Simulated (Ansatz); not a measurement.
# BH₂+ (singlet): wave-function methods side by side at distance B1–H2 = 1.273 Å, aug-cc-pVTZ

One table from this session's results is given with a row withheld; the runs are named, their logs left out.

Computed with Ansatz 0.2.0, Gaussian basis. Level: aug-cc-pVTZ, core rule «outside noble gas», up to 1 orbitals frozen.

The runs, in order: UHF; CCSD(T) on RHF; BCCD(T) on RHF; CCSDT(Q) on RHF; CASSCF and NEVPT2, 4 electrons in 6 orbitals; Full CI.

18 further runs of the same task are left out: 11 that didn't finish, 7 set aside as unsound or not needed.

## What is computed

The geometry derives from a PBE0/def2-TZVP stationary point (not a proven minimum). One bond is set to the value named and the two fragments are kept rigid.

3 atoms, charge 1, spin multiplicity 1.

Atoms are counted from 1 here; the program's logs count them from 0.

Bond lengths: B1–H2 1.273 Å, B1–H3 1.179 Å. Angles: H2–B1–H3 180.0°.

Set-up of the first run:

The input, in.yaml:

```yaml
crystal:
  periodic: [false, false, false]
  atoms:
    - {symbol: B, position_ang: [0.000000, 0.000000, 0.031273]}
    - {symbol: H, position_ang: [0.000000, 0.000000, -1.241727]}
    - {symbol: H, position_ang: [0.000000, 0.000000, 1.210454]}
basis:
  gaussian: {orbitals: aug-cc-pVTZ}
total_charge: 1
magnetization: {spin_polarized: true, initial_magnetization: 0}
hamiltonian: {xc: hf}
output: {orbitals: {seedname: orbitals}}
```

Run with:

```console
ansatz run in.yaml --threads 1 --pin off --events-out ev --progress --plain --max-ram 2393MiB
```

Among the steps run: UHF; CCSD(T) on RHF; BCCD(T) on RHF; CCSDT(Q) on RHF; CASSCF and NEVPT2, 4 electrons in 6 orbitals; Full CI.

One of the session's tables, all rows but one given; the rest of the session is left out.

It belongs to the step «Misses and costs». 

```
        method  from FCI (kJ/mol)
           RHF             +231.2
          RMP2              +48.5
         RCCSD                  ?
      RCCSD(T)               +0.8
       BCCD(T)               +0.8
        RCCSDT               +0.1
     RCCSDT(Q)                0.0
CASSCF valence             +103.9
NEVPT2 valence              +35.8
           FCI                  0
```

**Question.** Estimate the row for RCCSD.

**Answer.** from FCI (kJ/mol): +3.5. In the column «from FCI (kJ/mol)» it lies between BCCD(T) (+0.8) and NEVPT2 valence (+35.8).
